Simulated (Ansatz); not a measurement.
# C3H3NS: the cost of one run

Program: Ansatz 0.2.0. Level of theory: the levels named in each step. These are calculated values, not measurements.

### 1 The starting structure

Bond lengths: C1–C2 1.359 Å, C2–S3 1.719 Å, S3–C4 1.738 Å, C1–N5 1.353 Å, C4–N5 1.280 Å, C1–H6 1.074 Å, C2–H7 1.071 Å, C4–H8 1.071 Å. Angles: C1–C2–S3 110.3°, C1–C2–H7 129.0°, S3–C2–H7 120.8°, C2–C1–N5 115.1°, C2–C1–H6 125.8°, N5–C1–H6 119.1°, C2–S3–C4 88.0°, S3–C4–N5 115.1°, S3–C4–H8 120.8°, N5–C4–H8 124.2°, C1–N5–C4 111.6°.

As a file:

```xyz
8

C    -0.8536   -1.1314    0.2631
C    -1.2123    0.1589    0.0337
S     0.1840    1.1274   -0.2275
C     1.1436   -0.3037   -0.0014
N     0.4780   -1.3701    0.2389
H    -1.5265   -1.9465    0.4562
H    -2.1917    0.5911    0.0050
H     2.2125   -0.2625   -0.0628
```

### 2 A rough first relaxation, PBE-D4/def2-SVP

Contents of input.yaml:

```yaml
crystal:
  periodic: [false, false, false]
  atoms:
    - { symbol: C, position_ang: [-0.85356, -1.13136, 0.2631] }
    - { symbol: C, position_ang: [-1.21232, 0.1589, 0.0337] }
    - { symbol: S, position_ang: [0.184, 1.12736, -0.2275] }
    - { symbol: C, position_ang: [1.14356, -0.30369, -0.00142] }
    - { symbol: "N", position_ang: [0.47803, -1.37011, 0.23886] }
    - { symbol: H, position_ang: [-1.52651, -1.94645, 0.45618] }
    - { symbol: H, position_ang: [-2.19165, 0.59109, 0.00495] }
    - { symbol: H, position_ang: [2.21245, -0.2625, -0.06276] }
basis:
  gaussian: { orbitals: def2-SVP }
hamiltonian:
  xc: pbe
  dispersion: d4
relax:
  f_tol: 0.03
  max_steps: 200
```

Command:

```console
$ ansatz run input.yaml --threads 4 --pin off --max-ram 10240MiB --backend cpu --events-out ev --progress --plain --runs-dir out
```

**Question.** How long does this run take on 4 threads of Intel Xeon Platinum 8175M at 2.50GHz (Skylake/Cascade Lake), shared host, and how much memory does it need?

About 6.3 s, with a peak of 0.14 GiB.
